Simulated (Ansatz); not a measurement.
## Ansatz (development build ahead of 0.2.0) run

```yaml
crystal:
  periodic: [false, false, false]
  atoms:
    - { symbol: S, position_ang: [0.02199, 0.00101, 0.07683] }
    - { symbol: H, position_ang: [0.60232, 0.22609, -1.12128] }
    - { symbol: H, position_ang: [-1.1347, -0.47825, -0.42842] }
basis:
  gaussian: { orbitals: def2-SVP }
total_charge: 1
magnetization:
  spin_polarized: true
  initial_magnetization: 1
hamiltonian:
  xc: hf
correlation:
  method: mp2
  frozen_orbitals: { H: 0, S: 5 }
output:
  forces: true
```

The input is written out in the form of the current development build from the run's settings.

Output:

```json
{
 "Converged": "yes",
 "Reference energy": "-398.22913 hartree",
 "Correlation energy": "-0.11565 hartree",
 "Total energy": "-398.34478 hartree",
 "Spin squared of the determinant": "0.761",
 "Stability test": "minimum"
}
```

Forces (eV/Å):
| atom | Fx | Fy | Fz |
| --- | --- | --- | --- |
| S1 | 0.125 | 0.055 | 0.370 |
| H2 | 0.008 | 0.001 | -0.213 |
| H3 | -0.133 | -0.056 | -0.157 |
